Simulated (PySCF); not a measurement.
C₄H₁₁P.
Bonds: C1–P2 (double), P2–C3, P2–C4, P2–C5. Hydrogens: H6, H7 on C1; H8, H9, H10 on C3; H11, H12, H13 on C4; H14, H15, H16 on C5.

The closed-shell ground state was solved at several levels (PySCF, density fitting, gas phase, non-relativistic). Geometry: PBE0-D3(BJ)/def2-SVP; no solvent, vibrations or thermal averaging.

```json
{"level": "HF/pcSseg-1", "basis functions": "147", "total energy (Eh)": "-498.5108", "HOMO (eV)": "-7.18", "LUMO (eV)": "3.66", "gap (eV)": "10.84", "dipole (D)": "3.54"}
{"level": "PBE0/pcSseg-1", "basis functions": "147", "total energy (Eh)": "-499.9905", "HOMO (eV)": "-4.72", "LUMO (eV)": "0.97", "gap (eV)": "5.69", "dipole (D)": "3.14"}
{"level": "B97-D/pcSseg-1", "basis functions": "147", "total energy (Eh)": "-500.1983", "HOMO (eV)": "-3.56", "LUMO (eV)": "0.32", "gap (eV)": "3.88", "dipole (D)": "3.02"}
{"level": "LDA/pcSseg-1", "basis functions": "147", "total energy (Eh)": "-497.5423", "HOMO (eV)": "-3.75", "LUMO (eV)": "0.00", "gap (eV)": "3.75", "dipole (D)": "2.99"}
{"level": "PBE/pcSseg-1", "basis functions": "147", "total energy (Eh)": "-499.9302", "HOMO (eV)": "-3.63", "LUMO (eV)": "0.18", "gap (eV)": "3.81", "dipole (D)": "2.98"}
{"level": "mPW1PW91/pcSseg-1", "basis functions": "147", "total energy (Eh)": "-500.3034", "HOMO (eV)": "-4.74", "LUMO (eV)": "0.99", "gap (eV)": "5.73", "dipole (D)": "3.16"}
{"level": "B3LYP/pcSseg-1", "basis functions": "147", "total energy (Eh)": "-500.3482", "HOMO (eV)": "-4.49", "LUMO (eV)": "0.65", "gap (eV)": "5.14", "dipole (D)": "3.12"}
{"level": "BP86/pcSseg-1", "basis functions": "147", "total energy (Eh)": "-500.3568", "HOMO (eV)": "-3.72", "LUMO (eV)": "0.26", "gap (eV)": "3.98", "dipole (D)": "3.00"}
{"level": "BLYP/pcSseg-1", "basis functions": "147", "total energy (Eh)": "-500.2091", "HOMO (eV)": "-3.46", "LUMO (eV)": "0.18", "gap (eV)": "3.64", "dipole (D)": "2.98"}
{"level": "KT2/pcSseg-1", "basis functions": "147", "total energy (Eh)": "-505.9109", "HOMO (eV)": "-3.70", "LUMO (eV)": "0.07", "gap (eV)": "3.77", "dipole (D)": "2.89"}
{"level": "OPBE/pcSseg-1", "basis functions": "147", "total energy (Eh)": "-500.2270", "HOMO (eV)": "-3.59", "LUMO (eV)": "0.50", "gap (eV)": "4.09", "dipole (D)": "2.99"}
```

Estimate the row for KT3/pcSseg-1, a basis of 147 functions; the other rows only guide the guess.

Total energy -505.4786 Eh, HOMO -3.67 eV, LUMO 0.05 eV, gap 3.72 eV, dipole 2.90 D.

Over all these levels, which gives the widest orbital gap and which the narrowest?

HF/pcSseg-1 (Hartree–Fock, all exact exchange) has the widest, 10.84 eV, and BLYP/pcSseg-1 (GGA) the narrowest, 3.64 eV. From the narrowest to the widest the HOMO moves by -3.72 eV and the LUMO by +3.48 eV.

In the pcSseg-1 basis, how does the gap go with the fixed share of exact exchange?

BLYP (0 %) 3.64 eV; KT3 (0 %) 3.72 eV; LDA (0 %) 3.75 eV; KT2 (0 %) 3.77 eV; PBE (0 %) 3.81 eV; B97-D (0 %) 3.88 eV; BP86 (0 %) 3.98 eV; OPBE (0 %) 4.09 eV; B3LYP (20 %) 5.14 eV; PBE0 (25 %) 5.69 eV; mPW1PW91 (25 %) 5.73 eV; HF (100 %) 10.84 eV. Each rise in the share widens the gap here.

How far do the dipole and the HOMO energy spread over the levels?

The dipole runs from 2.89 to 3.54 D (mean 3.06 D) and the HOMO from -7.18 to -3.46 eV.

The pairwise dispersion term of B97-D wasn't added to the energies; at a given geometry it leaves orbitals and properties as they are.
